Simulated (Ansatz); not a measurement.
Input file:

```yaml
crystal:
  periodic: [false, false, false]
  atoms:
    - {symbol: Sb, position_ang: [0.002200, 0.000761, -0.023591]}
    - {symbol: H, position_ang: [1.243748, 0.021047, 0.956216]}
    - {symbol: H, position_ang: [-0.806431, 1.193225, 0.937294]}
    - {symbol: H, position_ang: [-0.703129, -1.306232, 0.956245]}
basis:
  gaussian: {orbitals: def2-mTZVP}
magnetization: {spin_polarized: true, initial_magnetization: 0}
correlation: {method: ccsd, electrons: outside_noble_gas}
output: {forces: true}
```

```sh
$ ansatz run in.yaml --threads 1 --pin off --events-out ev --progress --plain --max-ram 2393MiB
```

Output:

```
523 factors; integrals over basis functions are off by at most 2.6e-4 eV
mean field evaluation 1: about -6556.4276 eV, gradient 5.5e0 eV
mean field evaluation 2: about -6556.4286 eV, gradient 5.5e0 eV
mean field evaluation 4: about -6556.8400 eV, gradient 4.5e-1 eV
mean field evaluation 8: about -6556.8423 eV, gradient 1.2e-6 eV
mean field evaluation 16: about -6556.8410 eV, gradient 2.5e-2 eV
mean field -6556.84226017 eV, -240.9595086741 hartree, gradient 1.7e-6 eV, S^2 0.000000; 0 other end points of the search recorded, 0 dependent functions left out
9 core orbitals not correlated: weight in the atoms' cores, before any rotation towards them, 0.999 or more for the frozen orbitals, at most 0.001 for the correlated occupied ones
reference -6556.84226017 eV, -240.9595086741 hartree; 4, 4 occupied and 32, 32 virtual orbitals, 523 factors
second order -2.59803413 eV of doubles, -0.00000000 eV of singles
cycle   1  -3.08034806 eV  change   -4.8e-1 eV  update   6.7e-2
cycle   2  -3.31924523 eV  change   -2.4e-1 eV  update   2.8e-2
cycle   3  -3.33410346 eV  change   -1.5e-2 eV  update   7.0e-3
cycle   4  -3.33351423 eV  change    5.9e-4 eV  update   2.1e-3
cycle   5  -3.33344372 eV  change    7.1e-5 eV  update   6.5e-4
cycle   6  -3.33324774 eV  change    2.0e-4 eV  update   1.8e-4
cycle   7  -3.33332001 eV  change   -7.2e-5 eV  update   4.9e-5
cycle   8  -3.33332295 eV  change   -2.9e-6 eV  update   1.3e-5
cycle   9  -3.33331846 eV  change    4.5e-6 eV  update   3.6e-6
cycle  10  -3.33332032 eV  change   -1.9e-6 eV  update   1.0e-6
the calculation of the forces begins
Total energy: -6560.17558049 eV, -241.0820059364 hartree
Atom 0 at     0.002200     0.000761    -0.023591 Å, force    -2.318641    -0.488048    -1.223929 eV/Å
Atom 1 at     1.243748     0.021047     0.956216 Å, force     2.207105     0.095408     1.609309 eV/Å
Atom 2 at    -0.806431     1.193225     0.937294 Å, force    -0.023159     0.003876    -0.023287 eV/Å
Atom 3 at    -0.703129    -1.306232     0.956245 Å, force     0.134694     0.388764    -0.362093 eV/Å
Dipole moment:     0.054326     0.019309    -0.034865 e Å
```

Forces (eV/Å):
```
Sb  -2.319 -0.488 -1.224
H    2.207  0.095  1.609
H   -0.023  0.004 -0.023
H    0.135  0.389 -0.362
```

Ran on 1 thread of Intel Xeon, shared host: 6 s wall, 0.13 GiB peak host memory.
